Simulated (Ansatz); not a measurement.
# SiH2 (triplet): from Hartree-Fock to the top rungs, STO-3G

Aim: climb from Hartree-Fock through coupled cluster and multireference methods for SiH2 (triplet) at one geometry and basis, and see what each rung misses.

Program: Ansatz 0.2.0, Gaussian basis. Level of theory: STO-3G, core rule «outside noble gas», up to 5 orbitals frozen. These are calculated values, not measurements.

To be run: UHF; CCSD(T) on ROHF; CCSD(T) on UHF; BCCD(T) on ROHF; CISD; CCSDT(Q) on ROHF; CCSDT(Q) on UHF; CISDTQ; CCSDTQ on ROHF; CCSDTQ on UHF; CASSCF and MRCISD+Q, 6 electrons in 6 orbitals; CASSCF and NEVPT4(SD), 6 electrons in 6 orbitals; CASSCF and NEVPT2, 6 electrons in 6 orbitals; Full CI.

56 further runs of the same task are left out: 56 set aside as unsound or not needed.

### 1 The geometry

The geometry is an MP2(full)/6-31G* stationary point (not a proven minimum).

3 atoms, charge 0, spin multiplicity 3.

Atoms are counted from 1 here; the program's logs count them from 0.

Bond lengths: Si1–H2 1.481 Å, Si1–H3 1.481 Å. Angles: H2–Si1–H3 118.3°.

### 2 UHF

Contents of in.yaml:

```yaml
crystal:
  periodic: [false, false, false]
  atoms:
    - {symbol: Si, position_ang: [0.000000, 0.000000, 0.050827]}
    - {symbol: H, position_ang: [0.000000, 1.271862, -0.708125]}
    - {symbol: H, position_ang: [0.000000, -1.271862, -0.708125]}
basis:
  gaussian: {orbitals: STO-3G}
magnetization: {spin_polarized: true, initial_magnetization: 2}
hamiltonian: {xc: hf}
output: {orbitals: {seedname: orbitals}}
```

Command:

```console
> ansatz run in.yaml --threads 1 --pin off --events-out ev --progress --plain --max-ram 4352MiB --backend cpu
```

After this run come: CCSD(T) on ROHF; CCSD(T) on UHF; BCCD(T) on ROHF; CISD; CCSDT(Q) on ROHF; CCSDT(Q) on UHF; CISDTQ; CCSDTQ on ROHF; CCSDTQ on UHF; CASSCF and MRCISD+Q, 6 electrons in 6 orbitals; CASSCF and NEVPT4(SD), 6 electrons in 6 orbitals; CASSCF and NEVPT2, 6 electrons in 6 orbitals; Full CI.

**Question.** What will the summary of the whole plan be? Wanted: FCI below the RHF energy; RMP2 from FCI; UMP2 from FCI; RCCSD from FCI; RCCSD(T) from FCI; UCCSD(T) from FCI; RCCSDT(Q) from FCI; UCCSDT(Q) from FCI; NEVPT2 valence from FCI.

As calculated:

| quantity | value |
| --- | --- |
| FCI below the RHF energy | -1.0634 eV |
| RMP2 from FCI | +416.4 meV |
| UMP2 from FCI | +406.6 meV |
| RCCSD from FCI | +9.9 meV |
| RCCSD(T) from FCI | +3.9 meV |
| UCCSD(T) from FCI | +3.6 meV |
| RCCSDT(Q) from FCI | 0.0 meV |
| UCCSDT(Q) from FCI | -0.2 meV |
| NEVPT2 valence from FCI | -1.3 meV |
| NEVPT4(SD) valence from FCI | -1.3 meV |
| MRCISD+Q valence from FCI | -1.3 meV |
| levels within 1 kcal/mol (43 meV) | CISD, RCCSD, UCCSD, RCCSD(T), UCCSD(T), BCCD(T), RCCSDT, UCCSDT, CISDTQ, RCCSDT(Q), UCCSDT(Q), RCCSDTQ, UCCSDTQ, CASSCF valence, NEVPT2 valence, NEVPT4(SD) valence, MRCISD valence, MRCISD+Q valence |
| T1 diagnostic | 0.010 |
| effectively unpaired electrons | 2.01 |

In words: RCCSD(T) lands +3.9 meV from the yardstick (0.4 % of the correlation energy). One determinant dominates. Of the multireference levels listed NEVPT2 valence comes nearest in total energy (-1.3 meV), which doesn't show that its space is the better one. These misses are within one basis, not against nature; the frozen cores of restricted and unrestricted runs differ, which can shift their rows.
